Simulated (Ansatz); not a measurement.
Input for Ansatz (development build ahead of 0.2.0):

```yaml
crystal:
  periodic: [false, false, false]
  atoms:
    - { symbol: C, position_ang: [0.0, 0.0, 0.0] }
    - { symbol: O, position_ang: [0.0, 0.0, 2.676] }
basis:
  gaussian: { orbitals: "6-31G" }
total_charge: 1
magnetization:
  spin_polarized: true
  initial_magnetization: 1
hamiltonian:
  xc: hf
scf:
  omitted_lower_state_checks: [stability, starts, atomic_configurations, cluster_reference, orbital_swaps, given_window_search, neighbouring_geometries, increment]
output:
  forces: true
```

The input is written out in the form of the current development build from the run's settings.

Results

```
Converged                       : yes
Total energy                    : -112.02007 hartree
Spin squared of the determinant : 1.726
```

Forces (eV/Å):
| atom | Fx | Fy | Fz |
| --- | --- | --- | --- |
| C1 | 0.000 | 0.000 | -0.003 |
| O2 | 0.000 | 0.000 | 0.003 |

This is not the lowest solution: another run reaches a determinant 1.63 eV lower. Caution: the unrestricted determinant is a mixture of spin states.
